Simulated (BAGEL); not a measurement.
**Si3H6 (SMILES [SiH2]1[SiH2][SiH2]1) at HF/3-21G (density fitting with qzvpp-jkfit)**

Aim: the vertical ionisation energy of Si3H6 at HF/3-21G (density fitting with qzvpp-jkfit), from 2 runs. 

The calculation is run with BAGEL 1.2.2.

## 1. Starting point

The species is Si3H6 (9 atoms), meant as a singlet with charge 0. As SMILES, `[SiH2]1[SiH2][SiH2]1`. Geometry: relaxed at PBE0-D4/def2-TZVP.

Bond lengths: Si1–Si2 2.330 Å, Si1–Si3 2.330 Å, Si2–Si3 2.330 Å, Si1–H4 1.484 Å, Si1–H5 1.484 Å, Si2–H6 1.484 Å, Si2–H7 1.484 Å, Si3–H8 1.484 Å, Si3–H9 1.484 Å. Some angles: Si1–Si2–Si3 60.0°, Si2–Si1–Si3 60.0°, Si1–Si3–Si2 60.0°, Si1–Si2–H6 118.6°, Si1–Si2–H7 118.5°, Si3–Si2–H6 118.6°, Si3–Si2–H7 118.5°, Si2–Si1–H4 118.5°, Si2–Si1–H5 118.5°, Si3–Si1–H4 118.5°.

## 2. A single-point energy at HF/3-21G (density fitting with qzvpp-jkfit)

Input file input.json:

```json
{ "bagel" : [

{
  "title" : "molecule",
  "basis" : "3-21g",
  "df_basis" : "qzvpp-jkfit",
  "angstrom" : true,
  "geometry" : [
    { "atom" : "Si", "xyz" : [      -1.199300,      -0.172100,      -0.584000 ] },
    { "atom" : "Si", "xyz" : [       0.903000,       0.831000,      -0.550500 ] },
    { "atom" : "Si", "xyz" : [       0.296900,      -0.660200,       1.133600 ] },
    { "atom" : "H", "xyz" : [      -1.471300,      -1.214000,      -1.604800 ] },
    { "atom" : "H", "xyz" : [      -2.386800,       0.661400,      -0.273000 ] },
    { "atom" : "H", "xyz" : [       1.910400,       0.400500,      -1.551100 ] },
    { "atom" : "H", "xyz" : [       0.993300,       2.274300,      -0.218200 ] },
    { "atom" : "H", "xyz" : [       0.935100,      -1.999400,       1.160100 ] },
    { "atom" : "H", "xyz" : [       0.018700,      -0.121600,       2.487900 ] }
  ]
},

{
  "title" : "hf"
},

{
  "title" : "print",
  "file" : "orbitals.molden",
  "orbitals" : true
}

]}
```

On the command line:

```sh
$ BAGEL_NUM_THREADS=1 BAGEL input.json > input.out
```

Standard output:

```text
* using 1 threads per process

  ===============================================================
  ===============================================================

  *** Geometry ***

  { "atom" : "Si", "xyz" : [     -2.266349,     -0.325222,     -1.103600 ] },
  { "atom" : "Si", "xyz" : [      1.706423,      1.570362,     -1.040294 ] },
  { "atom" : "Si", "xyz" : [      0.561060,     -1.247597,      2.142194 ] },
  { "atom" : "H", "xyz" : [     -2.780354,     -2.294128,     -3.032632 ] },
  { "atom" : "H", "xyz" : [     -4.510398,      1.249865,     -0.515895 ] },
  { "atom" : "H", "xyz" : [      3.610133,      0.756835,     -2.931154 ] },
  { "atom" : "H", "xyz" : [      1.877065,      4.297804,     -0.412338 ] },
  { "atom" : "H", "xyz" : [      1.767083,     -3.778318,      2.192271 ] },
  { "atom" : "H", "xyz" : [      0.035338,     -0.229791,      4.701450 ] },

  Number of auxiliary basis functions:      492

  Since a DF basis is specified, we compute 2- and 3-index integrals:
    o Being stored without compression. Storage requirement is 0.010 GB

  Number of basis functions:       51
  Number of electrons      :       48

    * METHOD: MOLECULE                             0.16

  *** RHF ***

  === Nuclear Repulsion ===
   192.6106981770

      * DIIS with orbital gradients will be used.

  === RHF iteration (3-21g) ===
      0       -865.57146310          0.00757823           0.04
      1       -865.60264106          0.00210739           0.03
      2       -865.60463054          0.00041176           0.04
      3       -865.60473884          0.00004263           0.04
      4       -865.60474029          0.00000276           0.03
      5       -865.60474030          0.00000041           0.03
      6       -865.60474030          0.00000003           0.04
      7       -865.60474030          0.00000001           0.03
    * SCF iteration converged.

    * Permanent dipole moment:
           (   -0.000574,     0.001280,     0.000909) a.u.

    * METHOD: HF                                   0.38

    * METHOD: PRINT                                0.01

  ===============================================================
```

Wall time 0.81 s (1 thread of AMD EPYC 7B13 (Zen 3), shared host); peak memory 0.086 GiB.

## 3. The doublet cation, same level

Input file input.json:

```json
{ "bagel": [

{
  "title": "molecule",
  "basis": "3-21g",
  "df_basis": "qzvpp-jkfit",
  "angstrom": true,
  "geometry": [
    { "atom": "Si", "xyz": [   -1.199300,   -0.172100,   -0.584000 ] },
    { "atom": "Si", "xyz": [    0.903000,    0.831000,   -0.550500 ] },
    { "atom": "Si", "xyz": [    0.296900,   -0.660200,    1.133600 ] },
    { "atom": "H", "xyz": [   -1.471300,   -1.214000,   -1.604800 ] },
    { "atom": "H", "xyz": [   -2.386800,    0.661400,   -0.273000 ] },
    { "atom": "H", "xyz": [    1.910400,    0.400500,   -1.551100 ] },
    { "atom": "H", "xyz": [    0.993300,    2.274300,   -0.218200 ] },
    { "atom": "H", "xyz": [    0.935100,   -1.999400,    1.160100 ] },
    { "atom": "H", "xyz": [    0.018700,   -0.121600,    2.487900 ] }
  ]
},
{
  "title": "uhf",
  "charge": 1,
  "nopen": 1
},
{
  "title": "print",
  "file": "orbitals.molden",
  "orbitals": true
}

]}
```

On the command line:

```sh
$ BAGEL_NUM_THREADS=1 BAGEL input.json > input.out
```

Standard output:

```text
* using 1 threads per process

  ===============================================================
  ===============================================================

  *** Geometry ***

  { "atom" : "Si", "xyz" : [     -2.266349,     -0.325222,     -1.103600 ] },
  { "atom" : "Si", "xyz" : [      1.706423,      1.570362,     -1.040294 ] },
  { "atom" : "Si", "xyz" : [      0.561060,     -1.247597,      2.142194 ] },
  { "atom" : "H", "xyz" : [     -2.780354,     -2.294128,     -3.032632 ] },
  { "atom" : "H", "xyz" : [     -4.510398,      1.249865,     -0.515895 ] },
  { "atom" : "H", "xyz" : [      3.610133,      0.756835,     -2.931154 ] },
  { "atom" : "H", "xyz" : [      1.877065,      4.297804,     -0.412338 ] },
  { "atom" : "H", "xyz" : [      1.767083,     -3.778318,      2.192271 ] },
  { "atom" : "H", "xyz" : [      0.035338,     -0.229791,      4.701450 ] },

  Number of auxiliary basis functions:      492

  Since a DF basis is specified, we compute 2- and 3-index integrals:
    o Being stored without compression. Storage requirement is 0.010 GB

  Number of basis functions:       51
  Number of electrons      :       48

    * METHOD: MOLECULE                             0.17

  *** Open-shell HF ***

  === Nuclear Repulsion ===
   192.6106981770

      * DIIS with orbital gradients will be used.

  === UHF iteration (3-21g) ===
      0       -865.21629247          0.02071817           0.07
      1       -865.28621676          0.00662648           0.08
      2       -865.29100043          0.00151759           0.07
      3       -865.29148115          0.00057305           0.07
      4       -865.29159929          0.00017189           0.07
      5       -865.29163332          0.00007440           0.07
      6       -865.29164551          0.00002388           0.07
      7       -865.29164842          0.00001311           0.07
      8       -865.29164983          0.00000879           0.07
      9       -865.29165030          0.00000760           0.07
     10       -865.29165051          0.00000699           0.07
     11       -865.29165060          0.00000674           0.07
     12       -865.29165069          0.00000651           0.07
     13       -865.29165115          0.00000523           0.07
     14       -865.29165172          0.00000276           0.07
     15       -865.29165183          0.00000159           0.07
     16       -865.29165185          0.00000084           0.07
     17       -865.29165186          0.00000061           0.07
     18       -865.29165186          0.00000040           0.07
     19       -865.29165186          0.00000012           0.07
     20       -865.29165186          0.00000006           0.07
     21       -865.29165186          0.00000003           0.07
     22       -865.29165186          0.00000003           0.07
     23       -865.29165186          0.00000002           0.07
     24       -865.29165186          0.00000001           0.09
     25       -865.29165186          0.00000001           0.07
    * SCF iteration converged.

    * S^2 (UHF) is 0.7637

    * Permanent dipole moment:
           (   -0.316143,    -0.044071,    -0.152853) a.u.

    * METHOD: UHF                                  1.95

    * METHOD: PRINT                                0.01

  ===============================================================
```

Run time: 2.4 s. Hardware: 1 thread of AMD EPYC 7B13 (Zen 3), shared host; peak memory 0.085 GiB.

## 4. Results

Level: HF/3-21G (density fitting with qzvpp-jkfit).

```
                                          quantity          value
                       singlet Si3H6: total energy  -865.60474 Eh
                      singlet Si3H6: dipole moment         0.00 D
                        singlet Si3H6: HOMO energy       -9.27 eV
                        singlet Si3H6: LUMO energy        2.83 eV
                      singlet Si3H6: HOMO–LUMO gap       12.10 eV
                      doublet cation: total energy  -865.29165 Eh
                              doublet cation: ⟨S²⟩          0.764
vertical ionisation energy (to the doublet cation)       8.520 eV
```

**Reading.** Removing an electron at fixed nuclei costs 8.52 eV (822 kJ/mol). The negative HOMO energy of the first species, 9.27 eV, lies 0.75 eV above that difference.
